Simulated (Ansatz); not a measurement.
Gas-phase electronic energies from Ansatz, PBE0-D4/def2-TZVP geometries. CBS: MP2 limit from def2 TZ/QZ plus the TZ coupled-cluster correction, frozen cores. This one scheme is used for every species. DFT in def2-TZVPP. No spin–orbit coupling; open shells (•) take unrestricted orbitals. Each species was taken in one conformer, which may not be the lowest.

`NBN` + `[CH3]`• → `N[B]N`• + CH₄  (hydrogen abstraction from a B–H bond)

```tsv
species	r2SCAN energy (Eh)
`NBN`	-137.42265
`[CH3]`•	-39.82899
`N[B]N`•	-136.75174
CH₄	-40.50087
```

Q: Work out ΔE.

A: ΔE = (-136.75174) + (-40.50087) − (-137.42265) − (-39.82899) = -0.00097 Eh = -2.5 kJ/mol. CCSD(T)/CBS gives +3.4 kJ/mol.

Q: What do rigid-rotor, harmonic-oscillator terms from PBE0-D4/def2-TZVP frequencies (298.15 K, 1 bar) make of the CCSD(T)/CBS value? (Best estimate.)

A: The calculation gave: ΔZPE = +8.8 kJ/mol, ΔH = +12.1 kJ/mol, ΔS = -2 J/(mol·K), ΔG = +12.7 kJ/mol. Open shells count their whole term as degenerate.

Largest T1 diagnostic among the species: 0.012.

At CCSD(T), def2-SVP lies −3.8 kJ/mol from the extrapolated value and def2-TZVPP +1.0 kJ/mol. From PBE to PBE0 (25 % exact exchange), in def2-TZVPP and without D4, ΔE moves by +6.4 kJ/mol. Leaving LDA and LC-ωPBE aside and taking each functional with its dispersion term where it has one, the values, not all of them listed here, spread over 22.3 kJ/mol, from PBE-D4 to BHLYP-D4. LDA lies −11.6 kJ/mol from PBE without D4.
